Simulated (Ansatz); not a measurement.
# CH6NO+: energies and forces away from the minimum, part 2 of 2

Ansatz 0.2.0, Gaussian basis. Earlier steps stand in the parts before.

## (3) Structure 2, width 0.12 Å

Contents of pbe-tzvpp/in.yaml:

```yaml
crystal:
  periodic: [false, false, false]
  atoms:
    - {symbol: N, position_ang: [-0.733588, 0.558941, -0.528832]}
    - {symbol: C, position_ang: [0.259366, -0.493564, 0.040592]}
    - {symbol: O, position_ang: [0.791889, 0.121821, 1.223685]}
    - {symbol: H, position_ang: [-0.929776, 0.497223, -1.389376]}
    - {symbol: H, position_ang: [0.178025, 1.316155, -0.837617]}
    - {symbol: H, position_ang: [-1.368841, 0.822986, 0.224080]}
    - {symbol: H, position_ang: [0.818873, -0.861616, -0.762041]}
    - {symbol: H, position_ang: [-0.279443, -1.273676, 0.121425]}
    - {symbol: H, position_ang: [1.369464, -0.762385, 1.596997]}
basis:
  gaussian: {orbitals: def2-TZVPP}
total_charge: 1
hamiltonian: {xc: pbe, dispersion: d4}
output: {forces: true}
```

r2scan-tzvpp/in.yaml, as changes to pbe-tzvpp/in.yaml:

```diff
-hamiltonian: {xc: pbe, dispersion: d4}
+hamiltonian: {xc: r2scan, dispersion: d4}
```

pbe0-tzvpp/in.yaml:

```diff
-hamiltonian: {xc: pbe, dispersion: d4}
-output: {forces: true}
+hamiltonian: {xc: pbe0, dispersion: d4}
+output: {forces: true, orbitals: {seedname: orbitals}}
```

wb97mv-tzvpp/in.yaml:

```diff
-hamiltonian: {xc: pbe, dispersion: d4}
+hamiltonian: {xc: {name: wB97M-V}}
```

ccsdt-tzvpp/in.yaml:

```diff
-hamiltonian: {xc: pbe, dispersion: d4}
+correlation: {method: ccsd_t}
```

The same command starts each run, in its folder.

Launch:

```
$ ansatz run in.yaml --threads 2 --pin off --events-out ev --progress --plain --max-ram 4352MiB
```

pbe-tzvpp printed, cut to the lines that bear on the results:

```text
Functional definition: PBE
  name "PBE"
  cite "Perdew, Burke & Ernzerhof, Phys. Rev. Lett. 77, 3865 (1996) doi:10.1103/PhysRevLett.77.3865"
  parent pbe
[...]
840 factors; their error is unknown
[...]
mean field -4658.29990383 eV, -171.1893639568 hartree, gradient 4.5e-6 eV, S^2 0.000000; 0 other end points of the search recorded, 0 dependent functions left out
[...]
reference -4658.29993440 eV, -171.1893650801 hartree; 13, 13 occupied and 164, 164 virtual orbitals, 840 factors
Total energy: -4658.37831838 eV, -171.1922456381 hartree
Atom 0 at    -0.733588     0.558941    -0.528832 Å, force     8.554764     2.828614     7.192357 eV/Å
Atom 1 at     0.259366    -0.493564     0.040592 Å, force     0.889784     5.610464     0.310124 eV/Å
Atom 2 at     0.791889     0.121821     1.223685 Å, force     1.883437    -4.636668    -0.539239 eV/Å
Atom 3 at    -0.929776     0.497223    -1.389376 Å, force    -3.751848    -1.736998    -8.589978 eV/Å
Atom 4 at     0.178025     1.316155    -0.837617 Å, force    -3.284227    -1.057924     2.122091 eV/Å
Atom 5 at    -1.368841     0.822986     0.224080 Å, force    -0.368566     0.736688    -0.372165 eV/Å
Atom 6 at     0.818873    -0.861616    -0.762041 Å, force     2.454810     0.542954    -1.606879 eV/Å
Atom 7 at    -0.279443    -1.273676     0.121425 Å, force    -4.490954    -5.873620     2.243393 eV/Å
Atom 8 at     1.369464    -0.762385     1.596997 Å, force    -1.887201     3.586490    -0.759705 eV/Å
Dipole moment:    -0.324821    -0.021095    -0.624480 e Å
```

r2scan-tzvpp printed, cut to the lines that bear on the results:

```text
[... 5 set-up lines as earlier in the session ...]
[...]
840 factors; their error is unknown
[...]
mean field -4661.18007924 eV, -171.2952084507 hartree, gradient 2.6e-5 eV, S^2 0.000000; 0 other end points of the search recorded, 0 dependent functions left out
[...]
reference -4661.18008820 eV, -171.2952087800 hartree; 13, 13 occupied and 164, 164 virtual orbitals, 840 factors
Total energy: -4661.19902383 eV, -171.2959046516 hartree
Atom 0 at    -0.733588     0.558941    -0.528832 Å, force     8.722181     2.998371     7.068065 eV/Å
Atom 1 at     0.259366    -0.493564     0.040592 Å, force     0.834678     5.410707     0.253181 eV/Å
Atom 2 at     0.791889     0.121821     1.223685 Å, force     1.930304    -5.081263    -0.732611 eV/Å
Atom 3 at    -0.929776     0.497223    -1.389376 Å, force    -3.733551    -1.751816    -8.239940 eV/Å
Atom 4 at     0.178025     1.316155    -0.837617 Å, force    -3.530030    -1.205069     2.238156 eV/Å
Atom 5 at    -1.368841     0.822986     0.224080 Å, force    -0.171105     0.680304    -0.629715 eV/Å
Atom 6 at     0.818873    -0.861616    -0.762041 Å, force     2.383301     0.708334    -1.394604 eV/Å
Atom 7 at    -0.279443    -1.273676     0.121425 Å, force    -4.365344    -5.644160     2.312010 eV/Å
Atom 8 at     1.369464    -0.762385     1.596997 Å, force    -2.070432     3.884591    -0.874542 eV/Å
Dipole moment:    -0.325013    -0.028184    -0.633800 e Å
```

pbe0-tzvpp printed, cut to the lines that bear on the results:

```text
[... 5 set-up lines as earlier in the session ...]
[...]
840 factors; their error is unknown
[...]
mean field -4658.47040676 eV, -171.1956298237 hartree, gradient 1.0e-5 eV, S^2 0.000000; 0 other end points of the search recorded, 0 dependent functions left out
[...]
reference -4658.47042922 eV, -171.1956306492 hartree; 13, 13 occupied and 164, 164 virtual orbitals, 840 factors
Total energy: -4658.53439394 eV, -171.1979813094 hartree
Atom 0 at    -0.733588     0.558941    -0.528832 Å, force     8.992710     2.924228     7.207427 eV/Å
Atom 1 at     0.259366    -0.493564     0.040592 Å, force     0.773205     5.850890     0.401667 eV/Å
Atom 2 at     0.791889     0.121821     1.223685 Å, force     1.929928    -5.416130    -0.927346 eV/Å
Atom 3 at    -0.929776     0.497223    -1.389376 Å, force    -3.757814    -1.755009    -8.283390 eV/Å
Atom 4 at     0.178025     1.316155    -0.837617 Å, force    -3.616274    -1.302299     2.260052 eV/Å
Atom 5 at    -1.368841     0.822986     0.224080 Å, force    -0.165101     0.657800    -0.659780 eV/Å
Atom 6 at     0.818873    -0.861616    -0.762041 Å, force     2.377074     0.689187    -1.378539 eV/Å
Atom 7 at    -0.279443    -1.273676     0.121425 Å, force    -4.371419    -5.697515     2.301880 eV/Å
Atom 8 at     1.369464    -0.762385     1.596997 Å, force    -2.162310     4.048849    -0.921971 eV/Å
Dipole moment:    -0.320690    -0.033604    -0.639767 e Å
```

wb97mv-tzvpp printed, cut to the lines that bear on the results:

```text
[... 5 set-up lines as earlier in the session ...]
  # Of w^i u^j: cxij and so on, Table III.
[...]
  gx(w, u) = 1 - cx + cx01*u + cx10*w
  gss(w, u) = css00 + css04*u^4 + css10*w + css20*w^2 + css43*w^4*u^3
  gos(w, u) = cos00 + cos10*w + (cos20 + cos21*u)*w^2 + (cos60 + cos61*u)*w^6
[...]
      + integral(e_c_pw_mod_opposite_spin*gos(b97_w_opposite, b97_u_opposite)) + vv10(b, c)
840 factors; their error is unknown
222 factors; integrals over basis functions are off by at most 8.7e-6 eV
[...]
Total energy: -4661.70079484 eV, -171.3143443959 hartree
Atom 0 at    -0.733588     0.558941    -0.528832 Å, force     8.869987     3.019164     7.110038 eV/Å
Atom 1 at     0.259366    -0.493564     0.040592 Å, force     0.754562     5.468514     0.194544 eV/Å
Atom 2 at     0.791889     0.121821     1.223685 Å, force     1.971869    -5.269851    -0.769036 eV/Å
Atom 3 at    -0.929776     0.497223    -1.389376 Å, force    -3.744521    -1.730231    -8.219174 eV/Å
Atom 4 at     0.178025     1.316155    -0.837617 Å, force    -3.597038    -1.297221     2.240976 eV/Å
Atom 5 at    -1.368841     0.822986     0.224080 Å, force    -0.178330     0.654963    -0.657427 eV/Å
Atom 6 at     0.818873    -0.861616    -0.762041 Å, force     2.324033     0.719753    -1.296571 eV/Å
Atom 7 at    -0.279443    -1.273676     0.121425 Å, force    -4.275681    -5.572426     2.287977 eV/Å
Atom 8 at     1.369464    -0.762385     1.596997 Å, force    -2.124882     4.007336    -0.891326 eV/Å
Dipole moment:    -0.320475    -0.037129    -0.642018 e Å
```

Log of ccsdt-tzvpp, cut to the lines that bear on the results:

```text
[... 4 set-up lines as earlier in the session ...]
[...]
1038 factors; integrals over basis functions are off by at most 9.4e-4 eV
[...]
mean field -4636.27571731 eV, -170.3799900305 hartree, gradient 1.9e-6 eV, S^2 0.000000; 0 other end points of the search recorded, 0 dependent functions left out
3 core orbitals not correlated: weight in the atoms' cores, before any rotation towards them, 1.000 or more for the frozen orbitals, at most 0.000 for the correlated occupied ones
reference -4636.27571731 eV, -170.3799900305 hartree; 10, 10 occupied and 164, 164 virtual orbitals, 1038 factors
second order -17.47231396 eV of doubles, -0.00000000 eV of singles
cycle   1  -17.62948537 eV  change   -1.6e-1 eV  update   7.8e-2
[...]
cycle  10  -18.11922383 eV  change    7.4e-6 eV  update   5.4e-6
perturbative correction -0.65862943 eV, -0.0242041852 hartree
[...]
working
working
Total energy: -4655.05357057 eV, -171.0700634099 hartree
Atom 0 at    -0.733588     0.558941    -0.528832 Å, force     8.839253     2.975362     7.211819 eV/Å
Atom 1 at     0.259366    -0.493564     0.040592 Å, force     0.740438     5.341845     0.073661 eV/Å
Atom 2 at     0.791889     0.121821     1.223685 Å, force     1.983203    -5.068479    -0.642363 eV/Å
Atom 3 at    -0.929776     0.497223    -1.389376 Å, force    -3.794191    -1.770566    -8.310794 eV/Å
Atom 4 at     0.178025     1.316155    -0.837617 Å, force    -3.506310    -1.201436     2.237837 eV/Å
Atom 5 at    -1.368841     0.822986     0.224080 Å, force    -0.185271     0.683982    -0.649746 eV/Å
Atom 6 at     0.818873    -0.861616    -0.762041 Å, force     2.392195     0.757408    -1.348625 eV/Å
Atom 7 at    -0.279443    -1.273676     0.121425 Å, force    -4.361520    -5.646958     2.338357 eV/Å
Atom 8 at     1.369464    -0.762385     1.596997 Å, force    -2.107796     3.928841    -0.910147 eV/Å
Dipole moment:    -0.333294    -0.032506    -0.643491 e Å
```

Times: 1.8 s (pbe-tzvpp), 3.4 s (r2scan-tzvpp), 2.4 s (pbe0-tzvpp), 7.5 s (wb97mv-tzvpp), 3.2 min (ccsdt-tzvpp) on 2 threads of Arm Neoverse V1, shared host; peak memory 3.1 GiB.

| method | RMS force component (eV/Å) | RMS error against CCSD(T) (eV/Å) | angle to CCSD(T) forces (°) |
| --- | --- | --- | --- |
| PBE-D4 | 3.773 | 0.204 | 3.1 |
| r2SCAN-D4 | 3.773 | 0.064 | 0.9 |
| PBE0-D4 | 3.867 | 0.155 | 2.1 |
| wB97M-V | 3.799 | 0.078 | 1.2 |
| CCSD(T) | 3.799 | reference | reference |

## (4) All structures together

Energy above the minimum (kJ/mol):

| structure | width (Å) | PBE-D4 | r2SCAN-D4 | PBE0-D4 | wB97M-V | Hartree-Fock | MP2 | CCSD | CCSD(T) |
| --- | --- | --- | --- | --- | --- | --- | --- | --- | --- |
| 1 | 0.09 | 139.5 | 150.1 | 152.1 | 151.1 | 176.6 | 153.8 | 155.1 | 152.1 |
| 2 | 0.12 | 292.8 | 302.5 | 310.0 | 303.9 | 346.0 | 304.3 | 309.3 | 303.6 |

What each level costs and misses (shared host):

| method | mean energy error from CCSD(T) (kJ/mol) | mean time a point |
| --- | --- | --- |
| PBE-D4 | 11.7 | 1.8 s |
| r2SCAN-D4 | 1.5 | 3.4 s |
| PBE0-D4 | 3.2 | 2.4 s |
| wB97M-V | 0.6 | 7.5 s |
| Hartree-Fock | 33.5 | part of the CCSD(T) run |
| MP2 | 1.2 | part of the CCSD(T) run |
| CCSD | 4.4 | part of the CCSD(T) run |
| CCSD(T) | 0 | 3.2 min |

The best functional, wB97M-V, misses by 0.6 kJ/mol and takes 7.5 s a point, against 3.2 min for CCSD(T).

## (5) Results

This closing draws on all 2 parts.

| quantity | value |
| --- | --- |
| energy above the minimum, CCSD(T) | 152.1, 303.6 kJ/mol |
| mean energy error | PBE-D4 11.7, r2SCAN-D4 1.5, PBE0-D4 3.2, wB97M-V 0.6, Hartree-Fock 33.5, MP2 1.2, CCSD 4.4 kJ/mol |
| mean RMS force error | PBE-D4 0.200, r2SCAN-D4 0.074, PBE0-D4 0.160, wB97M-V 0.079 eV/Å |
| largest T1 diagnostic | 0.010 |

**Reading.** In energy wB97M-V is nearest to CCSD(T) and Hartree-Fock farthest. For forces r2SCAN-D4 is best, off by 3 % of the typical force, and PBE-D4 worst (7 %); with few structures and a triple-zeta reference, gaps of a few points rank nothing.
